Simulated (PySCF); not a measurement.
disulfur (S2), SMILES S=S (connectivity only; charge and spin as stated), neutral, multiplicity 3.

Coordinates come from a PBE-D3(BJ)/def2-TZVPD optimisation.

Method: PBE0/def2-TZVPD in PySCF.

Isolated molecule, no solvent.

```yaml
total_energy: -796.11859 hartree
point_group: D∞h
"α spin, highest occupied and lowest empty level": -7.18 and -0.56 eV
"β spin, highest occupied and lowest empty level": -9.26 and -3.66 eV
dipole_moment: 0.00 D
mean_static_polarisability: 41.1 bohr³ (6.09 Å³)
polarisability_principal_values: 31.7, 31.7, 59.9 bohr³
"⟨S²⟩": 2.012 (pure state 2.00)
```
